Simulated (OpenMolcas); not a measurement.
SiH2O2 (SMILES O[Si]O): the energy, rung by rung

SiH2O2 has 5 atoms, charge 0, and is taken as a singlet. SMILES: `O[Si]O`. Geometry: relaxed at PBE0-D4/def2-TZVP. This is one conformer, not always the lowest.

```xyz
5

O    -1.4432   -0.1056   -0.2750
Si   -0.2120   -0.7913    0.5677
O     1.0360    0.1875    0.0686
H    -1.2319    0.6489   -0.8361
H     1.9011   -0.0131    0.4334
```

Each level gives the energy change with the O3–H5 bond stretched from 0.960 to 1.440 Å (eV). The values are calculated.

```csv
level,kind,program,value (eV),CPU time (all runs)
HF/aug-cc-pVDZ (restricted),Hartree–Fock,OpenMolcas,2.93,18 s
SVWN5/aug-cc-pVDZ (restricted),LDA,OpenMolcas,2.13,43 s
BLYP/aug-cc-pVDZ (restricted),GGA,OpenMolcas,2.06,61 s
M06-L/aug-cc-pVDZ (restricted),meta-GGA,OpenMolcas,2.37,71 s
TPSS/aug-cc-pVDZ (restricted),meta-GGA,OpenMolcas,2.14,79 s
r2SCAN/aug-cc-pVDZ (restricted),meta-GGA,OpenMolcas,2.31,70 s
M06-2X/aug-cc-pVDZ (restricted),hybrid meta-GGA,OpenMolcas,2.47,68 s
PBE0/aug-cc-pVDZ (restricted),global hybrid,OpenMolcas,2.41,57 s
```

The first shape isn't each level's own minimum. The values span 2.06 to 2.93 eV. CPU times are rough (shared hosts, several kinds of processor): they show what a rung costs within a factor of a few.
